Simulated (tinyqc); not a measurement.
Worked calculation: CIS on RHF in the sto-6g basis, frozen core, for H2O, spin multiplicity 1. One step of it, computed by the program tinyqc.

Question. CIS matrix, singlets. A(ia,jb) = (e_a - e_i) d_ij d_ab + 2 (ia|jb) - (ij|ab).

orbital energies (hartree): MO1 -20.482390, MO2 -1.303124, MO3 -0.679923, MO4 -0.443831, MO5 -0.396265, MO6 0.654609, MO7 0.857985

Two-electron integrals over orbitals (pq|rs), unique and non-zero (hartree); the lowest 1 orbital is frozen and left out:
```
(22|22) 0.733928    (32|32) 0.151854    (33|22) 0.659616    (33|33) 0.654909
(42|22) 0.016637    (42|33) 0.007684    (42|42) 0.122817    (43|32) 0.015187
(43|43) 0.042582    (44|22) 0.692413    (44|33) 0.620258    (44|42) -0.103997
(44|44) 0.833460    (52|52) 0.143942    (53|53) 0.030251    (54|52) -0.043678
(54|54) 0.057143    (55|22) 0.749600    (55|33) 0.643592    (55|42) -0.056136
(55|44) 0.751728    (55|55) 0.880663    (62|22) 0.145576    (62|33) 0.077091
(62|42) 0.019267    (62|44) 0.109892    (62|55) 0.166717    (62|62) 0.104353
(63|32) -0.047560   (63|43) -0.023870   (63|63) 0.074893    (64|22) 0.081601
(64|33) 0.037701    (64|42) -0.007781   (64|44) 0.099257    (64|55) 0.091636
(64|62) 0.060521    (64|64) 0.050332    (65|52) 0.064739    (65|54) -0.005450
(65|65) 0.041676    (66|22) 0.616182    (66|33) 0.579711    (66|42) 0.064295
(66|44) 0.548637    (66|55) 0.588859    (66|62) 0.091652    (66|64) 0.041112
(66|66) 0.596716    (72|32) 0.035840    (72|43) -0.031499   (72|63) 0.036691
(72|72) 0.059177    (73|22) 0.135054    (73|33) 0.095441    (73|42) -0.067699
(73|44) 0.173414    (73|55) 0.186300    (73|62) 0.081942    (73|64) 0.059751
(73|66) 0.036275    (73|73) 0.146623    (74|32) -0.073184   (74|43) 0.011262
(74|63) 0.039461    (74|72) -0.016900   (74|74) 0.062920    (75|53) 0.023740
(75|75) 0.024504    (76|32) 0.108328    (76|43) 0.038280    (76|63) -0.070601
(76|72) -0.009348   (76|74) -0.054991   (76|76) 0.122749    (77|22) 0.635147
(77|33) 0.626827    (77|42) -0.013437   (77|44) 0.628836    (77|55) 0.637859
(77|62) 0.074724    (77|64) 0.034616    (77|66) 0.571685    (77|73) 0.100446
(77|77) 0.634991
```

Give: CIS matrix A, singlet.

Answer.

CIS matrix A, singlet (hartree), order 2>6, 2>7, 3>6, 3>7, 4>6, 4>7, 5>6, 5>7:
$$\begin{pmatrix}
1.5503 & 0.0000 & 0.0000 & 0.0556 & 0.0567 & 0.0000 & 0.0000 & 0.0000 \\
0.0000 & 1.6443 & -0.0349 & 0.0000 & 0.0000 & -0.0204 & 0.0000 & 0.0000 \\
0.0000 & -0.0349 & 0.9046 & 0.0000 & 0.0000 & 0.0406 & 0.0000 & 0.0000 \\
0.0556 & 0.0000 & 0.0000 & 1.2043 & 0.0812 & 0.0000 & 0.0000 & 0.0000 \\
0.0567 & 0.0000 & 0.0000 & 0.0812 & 0.6505 & 0.0000 & 0.0000 & 0.0000 \\
0.0000 & -0.0204 & 0.0406 & 0.0000 & 0.0000 & 0.7988 & 0.0000 & 0.0000 \\
0.0000 & 0.0000 & 0.0000 & 0.0000 & 0.0000 & 0.0000 & 0.5454 & 0.0000 \\
0.0000 & 0.0000 & 0.0000 & 0.0000 & 0.0000 & 0.0000 & 0.0000 & 0.6654
\end{pmatrix}$$
